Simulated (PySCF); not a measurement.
Compound: butadiene radical anion, C₄H₆ (charge -1 and doublet state).
Numbering: `[CH2:1]=[CH:2][CH:3]=[CH2:4]` (hydrogens: H5, H6 on C1; H7 on C2; H8 on C3; H9, H10 on C4)

Structure used (PBE0-D3(BJ)/def2-SVP), in Å, numbered top down from 1:
```xyz
10
C4H6 angstrom
C      1.7805    0.2284   -0.7025
C      0.6821   -0.1598    0.0784
C     -0.6781    0.1615   -0.0871
C     -1.7770   -0.2262    0.6935
H      1.6575    0.8705   -1.5839
H      2.7971   -0.0973   -0.4598
H      0.9069   -0.8069    0.9443
H     -0.9027    0.8085   -0.9530
H     -2.7935    0.0991    0.4501
H     -1.6550   -0.8685    1.5748
```

The hyperfine couplings belong to this conformer and change with its torsions.

The species is `C=CC=C` (butadiene radical anion) [SMILES of the parent framework; charge -1 and doublet state].

Theory: UHF, pcH-1 on C H, non-relativistic, mean-field spin-orbit, GIAO in PySCF 2.14.0. Whether the extra electron is bound in the gas phase wasn't checked; a finite basis holds it in any case. The geometry's basis has no diffuse functions, a weakness for an anion. No frequencies were computed at this geometry's level, so the symmetric structure isn't shown to be a minimum.

Output of the driver script (its header reads UKS for Hartree–Fock too). The program numbers atoms from 0.

```
UKS, final grid
  cycle   1  E = -154.80467897  |g| = 2.56e-01
  cycle   2  E = -154.85282589  |g| = 8.56e-02
  cycle   3  E = -154.85883444  |g| = 3.70e-02
  cycle   4  E = -154.86037880  |g| = 1.46e-02
  cycle   5  E = -154.86099173  |g| = 9.95e-03
  cycle   6  E = -154.86130662  |g| = 5.21e-03
  cycle   7  E = -154.86143396  |g| = 2.11e-03
  cycle   8  E = -154.86144608  |g| = 5.03e-04
  cycle   9  E = -154.86144675  |g| = 1.70e-04
  cycle  10  E = -154.86144682  |g| = 6.55e-05
  cycle  11  E = -154.86144683  |g| = 1.63e-05
  cycle  12  E = -154.86144683  |g| = 4.04e-06
E = -154.86144683 Eh   <S^2> = 0.8441 (exact 0.7500)
g shifts (ppm)      1          2          3
  rmc          -150       -150       -150
  gc              0         42         20
  oz_so          11        161       1162
  total        -140         53       1032
hyperfine (MHz)  atom isotope    a_iso     a_fc   dipolar eigenvalues
    0   13C     106.50     106.50    -43.35    -41.85     85.20
    1   13C     -31.53     -31.53     -2.94     -0.44      3.38
    2   13C     -31.51     -31.51     -2.95     -0.44      3.39
    3   13C     106.47     106.47    -43.34    -41.84     85.18
    4    1H     -68.58     -68.58    -22.81     -0.90     23.71
    5    1H     -70.78     -70.78    -24.48     -0.39     24.86
    6    1H       0.20       0.20     -3.51      0.04      3.46
    7    1H       0.20       0.20     -3.51      0.04      3.46
    8    1H     -70.75     -70.75    -24.47     -0.39     24.86
    9    1H     -68.55     -68.55    -22.80     -0.90     23.70
```

Can this result be taken as it stands? Point to the evidence in the output.

No. ⟨S²⟩ = 0.844 is 13 % above the exact 0.750: the determinant holds components of higher spin, so its spin density, and the couplings taken from it, aren't those of a pure doublet state. At the same geometry and basis B3LYP gives ⟨S²⟩ = 0.760, g_iso = 2.0027 (here 2.0026) and a(13C, atom 0 as the log counts) = 35.3 MHz (here 106.5, class means).
